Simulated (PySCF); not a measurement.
Point groups of optimised structures. The calculation used PBE0/pcSseg-1 in PySCF (dipole) on a GFN2-xTB geometry, gas phase. The symmetry is that of the one conformer found, every atom within 0.08 Å of its image; none is proved a minimum here.

(1) `[CH3:1][SiH2:2][c:3]1[n:4][cH:5][n:6][n:7][c:8]1[O:9][SiH3:10]` with C1–Si2–C3–N4 0°, N7–C8–O9–Si10 0°, H–Si10–O9–C8 62° (nearest H): symmetry, top, dipole?

(2) What symmetry has `S` (hydrogen sulfide)?

(3) What symmetry has `[CH:1]1=[CH:2][CH2:3][N:4]([CH:5]2[CH2:6][CH2:7][CH2:8]2)[CH2:9]1` with C3–N4–C5–C6 -66°, C1–C2–C3–N4 8°, C2–C3–N4–C5 -142°, N4–C5–C6–C7 -131°, C5–C6–C7–C8 14°?

(4) What symmetry has `[CH2:1]=[C:2]([CH3:3])[C@H:4]1[CH2:5][SiH2:6][C:7]1=[O:8]` with C1–C2–C4–C5 -23°, C2–C4–C5–Si6 101°, C4–C5–Si6–C7 9°, C5–Si6–C7–O8 169°, C2–C4–C7–Si6 -110°?

Results:

(1) Cs; asymmetric top; symmetry number 1; 2 operations, which sort the 19 atoms into 16 sets; dipole 2.03 D, in the ab plane, which is the mirror; heavy atoms equivalent by symmetry: none.

(2) C2v; asymmetric top; symmetry number 2; 4 operations, which sort the 3 atoms into 2 sets; dipole 1.47 D, along b, the twofold axis.

(3) Cs; near-prolate asymmetric top; symmetry number 1; 2 operations, which sort the 22 atoms into 14 sets; dipole 0.69 D, in the ac plane, which is the mirror; heavy atoms equivalent by symmetry: C1/C2, C3/C9, C6/C8.

(4) C1; asymmetric top; symmetry number 1; this conformer is chiral (no improper operation); dipole 2.38 D.
